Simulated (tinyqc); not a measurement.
Inside a calculation. Method: UHF in the sto-3g basis, for CH2, spin multiplicity 1. This run ends on a higher stationary point, not on the lowest solution. One step of it, computed by the program tinyqc.

Problem. Iteration 1: diagonalisation and new density. Diagonalise F' = X^T F X, C = X C', fill 4 alpha and 4 beta electrons from the bottom; D(s) = C_occ C_occ^T; the new density keeps 0.7 of the old one (damping). Each column has its largest component positive (the first on a tie).

F(alpha) (hartree), lower triangle:
```
            1C 1s      1C 2s     1C 2px     1C 2py     1C 2pz      2H 1s      3H 1s
1C 1s   -9.986280
1C 2s   -2.753316  -1.015552
1C 2px   0.003112   0.075244   0.179618
1C 2py   0.000000   0.000000   0.000000  -0.027373
1C 2pz   0.012368  -0.322086  -0.105029   0.000000   0.392313
2H 1s   -0.827187  -0.578081   0.010233  -0.198942  -0.198419  -0.234530
3H 1s   -0.827187  -0.578081   0.010233   0.198942  -0.198419  -0.251838  -0.234530
```

F(beta) (hartree), lower triangle:
```
            1C 1s      1C 2s     1C 2px     1C 2py     1C 2pz      2H 1s      3H 1s
1C 1s   -9.986280
1C 2s   -2.753316  -1.015552
1C 2px  -0.003112  -0.075244   0.179618
1C 2py   0.000000   0.000000   0.000000  -0.027373
1C 2pz   0.012368  -0.322086   0.105029   0.000000   0.392313
2H 1s   -0.827187  -0.578081  -0.010233  -0.198942  -0.198419  -0.234530
3H 1s   -0.827187  -0.578081  -0.010233   0.198942  -0.198419  -0.251838  -0.234530
```

X, lower triangle:
```
            1C 1s      1C 2s    1C 2px     1C 2py     1C 2pz      2H 1s     3H 1s
1C 1s    1.027316
1C 2s   -0.159290   1.390441
1C 2px   0.000000   0.000000  1.000000
1C 2py   0.000000   0.000000  0.000000   1.197731
1C 2pz  -0.016304   0.199450  0.000000   0.000000   1.108636
2H 1s    0.027508  -0.416702  0.000000  -0.316000  -0.227643   1.334596
3H 1s    0.027508  -0.416702  0.000000   0.316000  -0.227643  -0.034863  1.334596
```

D(alpha) at the start, lower triangle:
```
            1C 1s      1C 2s     1C 2px     1C 2py     1C 2pz     2H 1s     3H 1s
1C 1s    1.060397
1C 2s   -0.271437   1.204412
1C 2px   0.024681  -0.100480   0.960530
1C 2py   0.000000   0.000000   0.000000   1.245137
1C 2pz  -0.146819   0.688247   0.168172   0.000000   0.446801
2H 1s    0.055425  -0.235796  -0.006581  -0.184219  -0.140945  0.074148
3H 1s    0.055425  -0.235796  -0.006581   0.184219  -0.140945  0.019638  0.074148
```

D(beta) at the start, lower triangle:
```
            1C 1s      1C 2s     1C 2px     1C 2py     1C 2pz     2H 1s     3H 1s
1C 1s    1.060397
1C 2s   -0.271437   1.204412
1C 2px  -0.024681   0.100480   0.960530
1C 2py   0.000000   0.000000   0.000000   1.245137
1C 2pz  -0.146819   0.688247  -0.168172   0.000000   0.446801
2H 1s    0.055425  -0.235796   0.006581  -0.184219  -0.140945  0.074148
3H 1s    0.055425  -0.235796   0.006581   0.184219  -0.140945  0.019638  0.074148
```

overlap S, lower triangle:
```
           1C 1s     1C 2s    1C 2px     1C 2py    1C 2pz     2H 1s     3H 1s
1C 1s   1.000000
1C 2s   0.248362  1.000000
1C 2px  0.000000  0.000000  1.000000
1C 2py  0.000000  0.000000  0.000000   1.000000
1C 2pz  0.000000  0.000000  0.000000   0.000000  1.000000
2H 1s   0.073155  0.531101  0.000000   0.390931  0.294997  1.000000
3H 1s   0.073155  0.531101  0.000000  -0.390931  0.294997  0.212448  1.000000
```

Give: F' = X^T F X; orbital energies; coefficients C; F' = X^T F X; orbital energies; coefficients C; D(alpha) after iteration 1; D(beta) after iteration 1.

Solution.

F' = X^T F X (alpha) (hartree), lower triangle:
```
         1        2        3        4        5        6       7
1  -9.7497
2  -1.5241  -0.1438
3  -0.0065   0.0747   0.1796
4   0.0000   0.0000   0.0000   0.2654
5   0.0250  -0.0826  -0.1061   0.0000   0.5568
6  -0.1577  -0.4254   0.0059  -0.3632  -0.2743   0.2976
7  -0.1577  -0.4254   0.0059   0.3632  -0.2743  -0.0738  0.2976
```

orbital energies (alpha) (hartree): MO1 -9.9953, MO2 -0.5040, MO3 -0.1980, MO4 0.1344, MO5 0.5089, MO6 0.8347, MO7 0.9227

coefficients C (alpha):
```
            MO1      MO2      MO3      MO4      MO5      MO6      MO7
1C 1s    0.9910  -0.2136   0.0000   0.0501  -0.1837   0.0000  -0.1361
1C 2s    0.0397   0.6105   0.0000  -0.2345   0.8994   0.0000   1.0524
1C 2px  -0.0005  -0.0362   0.0000   0.9379   0.3396   0.0000  -0.0603
1C 2py   0.0000   0.0000   0.5900   0.0000   0.0000   1.1341   0.0000
1C 2pz   0.0049   0.2479   0.0000   0.2551  -0.5012   0.0000   0.9975
2H 1s   -0.0091   0.2681   0.4140   0.0912  -0.3862  -0.9307  -0.9173
3H 1s   -0.0091   0.2681  -0.4140   0.0912  -0.3862   0.9307  -0.9173
```

F' = X^T F X (beta) (hartree), lower triangle:
```
         1        2        3        4        5        6       7
1  -9.7497
2  -1.5241  -0.1438
3   0.0065  -0.0747   0.1796
4   0.0000   0.0000   0.0000   0.2654
5   0.0250  -0.0826   0.1061   0.0000   0.5568
6  -0.1577  -0.4254  -0.0059  -0.3632  -0.2743   0.2976
7  -0.1577  -0.4254  -0.0059   0.3632  -0.2743  -0.0738  0.2976
```

orbital energies (beta) (hartree): MO1 -9.9953, MO2 -0.5040, MO3 -0.1980, MO4 0.1344, MO5 0.5089, MO6 0.8347, MO7 0.9227

coefficients C (beta):
```
            MO1      MO2      MO3      MO4      MO5      MO6      MO7
1C 1s    0.9910  -0.2136   0.0000  -0.0501  -0.1837   0.0000  -0.1361
1C 2s    0.0397   0.6105   0.0000   0.2345   0.8994   0.0000   1.0524
1C 2px   0.0005   0.0362   0.0000   0.9379  -0.3396   0.0000   0.0603
1C 2py   0.0000   0.0000   0.5900   0.0000   0.0000   1.1341   0.0000
1C 2pz   0.0049   0.2479   0.0000  -0.2551  -0.5012   0.0000   0.9975
2H 1s   -0.0091   0.2681   0.4140  -0.0912  -0.3862  -0.9307  -0.9173
3H 1s   -0.0091   0.2681  -0.4140  -0.0912  -0.3862   0.9307  -0.9173
```

D(alpha) after iteration 1, lower triangle:
```
          1C 1s    1C 2s  1C 2px   1C 2py   1C 2pz    2H 1s   3H 1s
1C 1s    1.0514
1C 2s   -0.2209   0.9719
1C 2px   0.0335  -0.1429  0.9367
1C 2py   0.0000   0.0000  0.0000   0.9760
1C 2pz  -0.1134   0.5093  0.1868   0.0000   0.3507
2H 1s    0.0203  -0.1225  0.0182  -0.0557  -0.0718   0.1274
3H 1s    0.0203  -0.1225  0.0182   0.0557  -0.0718  -0.0136  0.1274
```

D(beta) after iteration 1, lower triangle:
```
          1C 1s    1C 2s   1C 2px   1C 2py   1C 2pz    2H 1s   3H 1s
1C 1s    1.0514
1C 2s   -0.2209   0.9719
1C 2px  -0.0335   0.1429   0.9367
1C 2py   0.0000   0.0000   0.0000   0.9760
1C 2pz  -0.1134   0.5093  -0.1868   0.0000   0.3507
2H 1s    0.0203  -0.1225  -0.0182  -0.0557  -0.0718   0.1274
3H 1s    0.0203  -0.1225  -0.0182   0.0557  -0.0718  -0.0136  0.1274
```
